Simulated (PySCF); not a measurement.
Molecule: Difluoroacetonitrile (SMILES N#CC(F)F).

Atom-mapped SMILES (the numbers label the heavy atoms): `[N:1]#[C:2][CH:3]([F:4])[F:5]`. Each H is labelled by its parent atom.

Geometry PBE0-D3(BJ)/def2-SVP throughout; GIAO in PySCF 2.14, gas phase, one conformer, non-relativistic; equivalent atoms averaged; functional PBE0.

Problem. How do the shifts δ (against NH3, TMS, CFCl3 at the same level) depend on the basis set? (ppm; last column core-seconds on shared hosts with different chips, so compare them loosely)

Solution. 
```tsv
basis set	functions	N1	C2	C3	F4/F5	H(C3)	core-s
STO-3G	26	232.2	88.1	78.7	-107.5	4.06	1.3
6-31G	47	280.4	112.4	100.7	-140.1	6.39	2.9
pcSseg-0	47	332.0	130.8	115.5	-144.3	6.95	2.7
6-31G*	72	271.6	104.7	97.8	-128.2	6.03	3.8
def2-SVP	75	294.5	108.6	98.7	-115.4	5.76	3.6
cc-pVDZ	75	290.4	109.5	98.6	-124.0	5.72	4.1
pcSseg-1	90	319.1	117.1	102.7	-131.7	5.92	5.6
aug-cc-pVDZ	124	286.5	110.8	97.7	-121.6	6.20	7.2
6-311+G(2d,p)	141	304.9	116.3	101.0	-130.2	6.06	7.2
def2-TZVP	161	311.2	116.9	104.1	-127.5	5.98	9.3
cc-pVTZ	164	309.9	115.1	103.1	-127.1	5.94	10
IGLO-III	185	312.5	119.1	104.9	-129.2	6.13	12
pcSseg-2	194	316.6	120.3	105.9	-129.0	5.99	12
```

Problem. Which nucleus moves most, in ppm?

Solution. N1 (nitrile nitrogen): from 232.2 ppm with STO-3G to 332.0 ppm with pcSseg-0. The smallest spread is 2.89 ppm, at H(C3). Proton shifts span only some 12 ppm, so a few tenths of a ppm matter as much there as several ppm in carbon.

Problem. Taking the largest basis, pcSseg-2 (194 functions), as the yardstick, rank the others by their worst heavy-atom deviation.

Solution. pcSseg-1 3.2 ppm (90 functions), IGLO-III 4.1 ppm (185 functions), def2-TZVP 5.4 ppm (161 functions), cc-pVTZ 6.7 ppm (164 functions), 6-311+G(2d,p) 11.8 ppm (141 functions), pcSseg-0 15.4 ppm (47 functions), def2-SVP 22.2 ppm (75 functions), cc-pVDZ 26.2 ppm (75 functions), aug-cc-pVDZ 30.2 ppm (124 functions), 6-31G 36.2 ppm (47 functions), 6-31G* 45.0 ppm (72 functions), STO-3G 84.4 ppm (26 functions).

A small basis that lands close on one nucleus may do so by chance; judge by the trend and by all nuclei.
